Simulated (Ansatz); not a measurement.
# HO+ (singlet): wave-function methods side by side at distance O1–H2 = 1.427 Å, aug-cc-pVTZ

How much of the correlation energy of HO+ (singlet) does each wave-function method recover here?

Program: Ansatz 0.2.0, Gaussian basis. Level of theory: aug-cc-pVTZ, core rule «outside noble gas», up to 1 orbitals frozen. These are calculated values, not measurements.

Plan: UHF; CCSD(T) on RHF; CCSD(T) on UHF; BCCD(T) on RHF; CISD; CCSDT(Q) on RHF; CCSDT(Q) on UHF; CCSDTQ on RHF; CASSCF and MRCISD+Q, 2 electrons in 2 orbitals; CASSCF and NEVPT2, 2 electrons in 2 orbitals; CASSCF and MRCISD+Q, 6 electrons in 5 orbitals; CASSCF and NEVPT2, 6 electrons in 5 orbitals; Full CI; Full CI in the symmetry of the determinant.

2 further runs of the same task are left out: 2 for a known fault of the program.

### Step 1. The geometry

The geometry derives from a PBE0/def2-TZVP stationary point (not a proven minimum). One bond is set to the value named and the two fragments are kept rigid.

2 atoms, charge 1, spin multiplicity 1.

Atoms are counted from 1 here; the program's logs count them from 0.

No contacts short enough for the rule that draws bonds.

Coordinates:

```
O     0.00000    0.00000    0.00000
H     0.00000    0.00000    1.42700
```

### Step 2. UHF

in.yaml reads:

```yaml
crystal:
  periodic: [false, false, false]
  atoms:
    - {symbol: O, position_ang: [0.000000, 0.000000, 0.000000]}
    - {symbol: H, position_ang: [0.000000, 0.000000, 1.427000]}
basis:
  gaussian: {orbitals: aug-cc-pVTZ}
total_charge: 1
magnetization: {spin_polarized: true, initial_magnetization: 0}
hamiltonian: {xc: hf}
output: {orbitals: {seedname: orbitals}}
```

Launch:

```console
$ ansatz run in.yaml --threads 1 --pin off --events-out ev --progress --plain --max-ram 2764MiB --backend cpu
```

Further steps of the session: CCSD(T) on RHF; CCSD(T) on UHF; BCCD(T) on RHF; CISD; CCSDT(Q) on RHF; CCSDT(Q) on UHF; CCSDTQ on RHF; CASSCF and MRCISD+Q, 2 electrons in 2 orbitals; CASSCF and NEVPT2, 2 electrons in 2 orbitals; CASSCF and MRCISD+Q, 6 electrons in 5 orbitals; CASSCF and NEVPT2, 6 electrons in 5 orbitals; Full CI; Full CI in the symmetry of the determinant.

Q: Predict the results of all the runs planned. Wanted: FCI below the RHF energy; RMP2 from FCI; RCCSD from FCI; RCCSD(T) from FCI; RCCSDT(Q) from FCI; NEVPT2 pair from FCI; MRCISD+Q pair from FCI; NEVPT2 valence from FCI; T1 diagnostic.

**Answer**, as computed:

```
                         quantity                                                        value
         FCI below the RHF energy                                                   -6.3560 eV
                    RMP2 from FCI                                                +148.7 kJ/mol
                   RCCSD from FCI                                                 +61.4 kJ/mol
                RCCSD(T) from FCI                                                 +30.6 kJ/mol
               RCCSDT(Q) from FCI                                                  -1.2 kJ/mol
             NEVPT2 pair from FCI                                                 +52.8 kJ/mol
           MRCISD+Q pair from FCI                                                  +0.9 kJ/mol
          NEVPT2 valence from FCI                                                 +59.7 kJ/mol
levels within 1 kcal/mol (43 meV)  RCCSDT, RCCSDT(Q), RCCSDTQ, MRCISD+Q pair, MRCISD+Q valence
                    T1 diagnostic                                                        0.014
   effectively unpaired electrons                                                         2.03
```

RCCSD(T) misses by +30.6 kJ/mol, 5.0 % of the correlation energy. RCCSDT(Q) falls below full CI, which methods that aren't variational can do. The occupations show strong static correlation (2.0 unpaired electrons where one determinant has 0). Of the multireference levels listed MRCISD+Q pair comes nearest in total energy (+0.9 kJ/mol), which doesn't show that its space is the better one. These misses are within one basis, not against nature.
